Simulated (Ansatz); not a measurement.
Task: a search for lower mean-field states of C₂H₅N, SMILES CC=N, with the Python package of Ansatz (0.2.0). Give the script and its output. Settings (for the species named): PBE, cc-pVDZ basis, multiplicity 1.

Contents of `c2h5n.xyz`:
```text
8

C    -0.48771    0.62143   -0.27975
C     0.59501   -0.15018    0.41712
N     0.78184   -1.38877    0.39980
H    -0.42905    0.44896   -1.35447
H    -1.46353    0.27082    0.05645
H    -0.40811    1.68692   -0.08702
H     1.30389    0.42730    1.00421
H     0.10767   -1.91648   -0.15634
```

The script, `states_c2h5n.py`:
```python
# -*- coding: utf-8 -*-
"""Does a wider search find a lower mean-field state of C2H5N?"""

import ansatz as az
import numpy as np

mol = az.Crystal.molecule_from_extxyz("c2h5n.xyz")
symbols = [site.symbol for site in mol.cartesian_sites]

start = np.array([site.position_ang for site in mol.cartesian_sites])
for factor in [1.0, 1.5]:
    xyz = (start - start.mean(axis=0)) * factor
    scaled = az.Crystal.molecule()
    for symbol, place in zip(symbols, xyz):
        scaled = scaled.atom(symbol, place.tolist())
    calculation = scaled.calculation().basis(gaussian="cc-pVDZ").functional("PBE").spin("collinear")
    for search in ("off", "standard"):
        try:
            r = calculation.scf(lower_state_search=search).run(threads=1, pin="off").report
        except az.AnsatzError as error:
            print(f"x{factor} search {search}: {type(error).__name__}")
            continue
        state = r["mean_field"]["state"]
        print(f"all distances x{factor}, search {search:8s} E = {r['free_energy_ev']:.5f} eV  <S^2> = {abs(state['spin_squared']):.3f}  other states met: {len(r['mean_field']['others'])}")
```

Output of `python states_c2h5n.py`:
```text
all distances x1.0, search off      E = -3640.14237 eV  <S^2> = 0.000  other states met: 0
all distances x1.0, search standard E = -3640.14237 eV  <S^2> = 0.000  other states met: 0
all distances x1.5, search off      E = -3624.17798 eV  <S^2> = 0.000  other states met: 0
all distances x1.5, search standard E = -3624.24047 eV  <S^2> = 0.383  other states met: 4
```

Notes:
- The settings weren't tested for convergence.
- The count of other states can hold repeated and symmetry-equivalent ends of the search; scaling all distances is a test, and for more than two atoms no physical path.
- The geometry comes from a force field and isn't relaxed at this level.
- The expectation value of S² is noticeably off S(S+1) in at least one run, so that state is spin-contaminated.
- The whole script took 8.2 s on 1 thread of Arm Neoverse V2, with other jobs on the host, peak memory 0.21 GiB.
